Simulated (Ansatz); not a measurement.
Consider the atomization: `C1C[C@@H]2C[C@@H]2C1` → 6 C• + 10 H•.

Gas-phase electronic energies from Ansatz, PBE0-D4/def2-TZVP geometries. CCSD(T)/CBS adds triple-zeta CCSD(T) − MP2 to the extrapolated MP2 energy (def2 sets, frozen cores). This one scheme is used for every species, atoms too. DFT in def2-TZVPP. Open shells (•) are unrestricted, without spin–orbit coupling. Spin–orbit coupling would lower the free atoms: a little for C.

| level | ΔE (kcal/mol) |
| --- | --- |
| BLYP-D4 | 1598.7 |
| ωB97X-V | 1615.4 |
| ωB97M-V | 1616.2 |
| r2SCAN | 1614.6 |
| PBE0 | 1624.8 |
| CCSD(T)/def2-SVP | 1555.8 |
| HF/def2-TZVPP | 1211.4 |
| SCS-MP2/def2-QZVPP | 1611.3 |

**Question.** What does CCSD(T)/CBS give? (Best estimate.)

**Answer.** Computed: +1608.3 kcal/mol. The listed levels differ from it by -9.6, 7.1, 7.9, 6.3, 16.5, -52.5, -396.9, 3.0 kcal/mol.

Largest T1 diagnostic among the species: 0.009.

In def2-TZVPP, CCSD(T) changes the Hartree–Fock value by +363.7 kcal/mol (the triples alone add +21.3 kcal/mol) and MP2 by +388.8 kcal/mol; breaking electron pairs costs correlation energy, which Hartree–Fock lacks. The D4 term adds +13.1 kcal/mol with B3LYP and +6.9 kcal/mol with PBE0; it sums over pairs of atoms, weighted by their polarisabilities, and B3LYP, whose exchange is more repulsive, gets the larger term.

B3LYP here is the variant with VWN-RPA as its local correlation; programs differ in this.

For atomizations the MP2-based limit and the directly extrapolated one differ by several kJ/mol either way, and by 10 to 25 for some Ge, Se and Sn compounds, so smaller differences from it don't rank the levels.
